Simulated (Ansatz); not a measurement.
**C₃H₃FS: up Jacob's ladder to CCSD(T)**

One table from this session's results is given with a row withheld; the runs are named, their logs left out.

Method: functionals in def2-TZVPP, the program's frozen cores in correlated methods; program: Ansatz 0.2.0, Gaussian basis.

Plan: LDA (SPW92), PBE-D4, revPBE-D4, BLYP-D4, r2SCAN-D4, B97M-V, PBE0-D4, B3LYP-D4, r2SCANh-D4, r2SCAN0-D4, HSE06-D4, BHLYP-D4, CAM-B3LYP-D4, LC-ωPBE, ωB97X-V, ωB97M-V, B2PLYP, PBE-QIDH; CCSD(T)/def2-SVP; CCSD(T)/def2-TZVPP; MP2/def2-QZVPP; extrapolation to the limit; RPA on PBE.

### The relaxed structure

The geometry comes from an earlier relaxation with PBE0-D4 in a triple-zeta def2 set; it is a stationary point, not always the lowest conformer.

SMILES `FCC=C=S`, 8 atoms, charge 0, spin multiplicity 1.

Atoms are counted from 1 here; the program's logs count them from 0.

Bond lengths: F1–C2 1.386 Å, C2–C3 1.491 Å, C2–H6 1.094 Å, C2–H7 1.092 Å, C3–C4 1.307 Å, C3–H8 1.086 Å, C4–S5 1.548 Å. Angles: F1–C2–C3 110.8°, F1–C2–H6 106.9°, F1–C2–H7 108.0°, C3–C2–H6 110.6°, C3–C2–H7 111.0°, H6–C2–H7 109.4°, C2–C3–C4 122.3°, C2–C3–H8 119.1°, C4–C3–H8 118.6°, C3–C4–S5 179.0°.

Set-up of the first run:

in.yaml

```yaml
crystal:
  periodic: [false, false, false]
  atoms:
    - {symbol: F, position_ang: [-0.949726, 1.703291, 0.354866]}
    - {symbol: C, position_ang: [-0.094947, 0.666361, 0.696113]}
    - {symbol: C, position_ang: [-0.333097, -0.522648, -0.171901]}
    - {symbol: C, position_ang: [0.526822, -0.910328, -1.076724]}
    - {symbol: S, position_ang: [1.565441, -1.365818, -2.130725]}
    - {symbol: H, position_ang: [-0.291870, 0.422561, 1.743947]}
    - {symbol: H, position_ang: [0.930567, 1.026412, 0.593763]}
    - {symbol: H, position_ang: [-1.260990, -1.076831, -0.065239]}
basis:
  gaussian: {orbitals: def2-TZVPP}
hamiltonian: {xc: lda}
output: {orbitals: {seedname: orbitals}}
```

Command:

```console
ansatz run in.yaml --threads 2 --pin off --events-out ev --progress --plain --max-ram 4352MiB
```

Among the steps run: LDA; PBE-D4 (GGA); revPBE-D4 (GGA); BLYP-D4 (GGA); r2SCAN-D4 (meta-GGA); B97M-V (meta-GGA); PBE0-D4 (hybrid); B3LYP-D4 (hybrid); r2SCANh-D4 (hybrid); r2SCAN0-D4 (hybrid); HSE06-D4 (hybrid); BHLYP-D4 (hybrid); CAM-B3LYP-D4 (range-separated); LC-ωPBE (range-separated); ωB97X-V (range-separated); ωB97M-V (range-separated); B2PLYP (double hybrid); PBE-QIDH (double hybrid).

One of the session's tables, all rows but one given; the rest of the session is left out.

It belongs to the step «Orbital energies across the functionals». 

| functional | HOMO (eV) | LUMO (eV) | gap (eV) |
| --- | --- | --- | --- |
| LDA (SPW92) | -5.92 | -3.52 | 2.40 |
| PBE-D4 | -5.75 | -3.31 | 2.43 |
| revPBE-D4 | -5.69 | -3.23 | 2.45 |
| BLYP-D4 | -5.58 | -3.16 | 2.42 |
| r2SCAN-D4 | -5.95 | -3.18 | 2.76 |
| B97M-V | -5.97 | -3.08 | 2.89 |
| PBE0-D4 | ? | ? | ? |
| B3LYP-D4 | -6.60 | -2.61 | 4.00 |
| r2SCANh-D4 | -6.35 | -2.85 | 3.50 |
| r2SCAN0-D4 | -6.95 | -2.33 | 4.62 |
| HSE06-D4 | -6.43 | -2.79 | 3.64 |
| BHLYP-D4 | -7.74 | -1.32 | 6.42 |
| CAM-B3LYP-D4 | -8.04 | -1.25 | 6.79 |
| LC-ωPBE | -9.33 | -0.14 | 9.20 |
| ωB97X-V | -8.98 | -0.18 | 8.80 |
| ωB97M-V | -8.84 | -0.22 | 8.62 |

**Question.** Estimate the row for PBE0-D4.

As computed: HOMO (eV): -6.82; LUMO (eV): -2.41; gap (eV): 4.41. In the column «HOMO (eV)» it lies between r2SCAN0-D4 (-6.95) and B3LYP-D4 (-6.60).
